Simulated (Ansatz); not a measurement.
Cost and result for the atomization energy of `FC(S)NP` (10 atoms, 9 bonds).

```xyz
10

F     1.1580    1.0904    0.8792
C     0.5559    0.5820   -0.2710
S     1.8528    0.0551   -1.4234
N    -0.2703   -0.5158   -0.0103
P    -1.8801   -0.2481    0.5044
H    -0.0345    1.4011   -0.6856
H     2.6465    1.1167   -1.2120
H     0.2298   -1.3468    0.2723
H    -2.4347   -1.4818    0.0769
H    -1.8235   -0.6527    1.8694
```

Total charge 0; spin multiplicity 1. The structure was optimised at the PBE0-D4/def2-TZVP level. It is one conformer, not always the lowest. Program: Ansatz. All runs use 4 threads of an Arm Neoverse V1 on a shared host. Times are those of one run each, without the atoms' runs, and a repeat can differ threefold. Electronic energies, without spin–orbit coupling; frozen cores. CCSD(T)/CBS adds CCSD(T) − MP2 in def2-TZVPP to the MP2 limit, and its time is that of the two runs behind it. T1 = 0.012.

CCSD(T)/CBS is a level of theory with its own doubt, some kJ/mol a heavy atom from the limit and from the frozen cores, so smaller differences don't rank the functionals.

```csv
level,functions,atomization (kcal/mol),difference from CCSD(T)/CBS,per bond
CCSD(T)/CBS(def2),–,778.8,0.0,0.0
MP2/def2-QZVPP,461,778.7,-0.1,0.0
LDA (SPW92)/def2-TZVPP,247,924.4,145.6,16.2
r2SCAN-D4/def2-TZVPP (with forces),247,779.7,0.9,0.1
CCSD(T)/def2-SVP,103,714.3,-64.5,-7.2
r2SCANh-D4/def2-TZVPP,247,772.5,-6.3,-0.7
CCSD(T)/def2-TZVPP,247,751.0,-27.8,-3.1
revPBE-D4/def2-TZVPP,247,782.4,3.6,0.4
ωB97X-V/def2-TZVPP,247,790.4,11.6,1.3
BLYP-D4/def2-TZVPP,247,787.6,8.8,1.0
ωB97M-V/def2-TZVPP (with forces),247,789.4,10.6,1.2
PBE0-D4/def2-TZVPP,247,782.5,3.7,0.4
B2PLYP/def2-TZVPP,247,769.4,-9.4,-1.0
```

(1) Order the runs by time, with rough figures. (Estimate.)

Answers

(1) The calculation gave: LDA (SPW92)/def2-TZVPP 1.9 s; revPBE-D4/def2-TZVPP 3 s; BLYP-D4/def2-TZVPP 3 s; PBE0-D4/def2-TZVPP 4.6 s; r2SCAN-D4/def2-TZVPP (with forces) 6.5 s; CCSD(T)/def2-SVP 7.5 s; r2SCANh-D4/def2-TZVPP 8 s; B2PLYP/def2-TZVPP 8.5 s; ωB97X-V/def2-TZVPP 10 s; ωB97M-V/def2-TZVPP (with forces) 15 s; MP2/def2-QZVPP 37 s; CCSD(T)/def2-TZVPP 3 min; CCSD(T)/CBS(def2) 3.6 min.

In def2-TZVPP, CCSD(T) changes the Hartree–Fock value by +239.4 kcal/mol (the triples alone add +15.3 kcal/mol) and MP2 by +250.7 kcal/mol; breaking electron pairs costs correlation energy, which Hartree–Fock lacks. From r2SCAN to r2SCAN0 (25 % exact exchange), in def2-TZVPP and without D4, the atomization energy moves by −17.6 kcal/mol: exact exchange takes away binding that semilocal exchange gives to molecules. The D4 term adds +8.7 kcal/mol with B3LYP and +4.5 kcal/mol with PBE0; it sums over pairs of atoms, weighted by their polarisabilities, and B3LYP, whose exchange is more repulsive, gets the larger term.

B3LYP here is the variant with VWN-RPA as its local correlation; programs differ in this.
